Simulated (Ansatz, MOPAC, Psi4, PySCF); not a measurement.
Species: C2H, charge 0, multiplicity 2. SMILES: C#[C]
Geometry: optimised at B3LYP-D3(BJ)/def2-TZVP (Ansatz, a quantum-chemistry and plane-wave program).

Wanted: vertical electron affinity to the singlet, in eV. Conventions: no dispersion term unless named; open shells spin-unrestricted; 6-311+G** with 5d; frozen cores in correlated levels; non-relativistic; spin-orbit terms left out; PM7 with its own dispersion and hydrogen-bond terms; each state is the SCF solution reached for its charge and spin; six Cartesian d functions in 6-31G* and its kin unless marked 5d. First-principles rows: single points at B3LYP-D3(BJ) geometries (Ansatz). Semi-empirical rows: differences of heats of formation at the shared geometry for vertical values. Sets without +, aug- or the D of def2-TZVPD hold no diffuse functions, which anions need. A UHF reference is markedly spin-contaminated in at least one set, which strains HF and MP2.

```csv
level,program,vertical electron affinity to the singlet (eV)
AM1,MOPAC,2.30
PM6,MOPAC,2.01
PM7,MOPAC,2.12
HF/6-31G*,Ansatz,0.67
PBE/6-311+G**,Ansatz,2.91
B3LYP/6-31G*,Ansatz,2.01
B3LYP/6-311+G**,Ansatz,3.04
M06-2X/6-31G* (5d),PySCF,1.97
wB97X-D/6-31G*,Psi4,2.05
MP2/6-311+G**,Ansatz,3.13
B3LYP/def2-TZVPD,Ansatz,2.97
```

No value to compare with is used here. The 10 habitual levels span 0.67 (HF/6-31G*) to 3.13 eV (MP2/6-311+G**); B3LYP/def2-TZVPD gives 2.97.

The levels are drawn from those run, B3LYP/6-31G* more often than the rest, none by its result; runs whose electronic state is in doubt are left out.
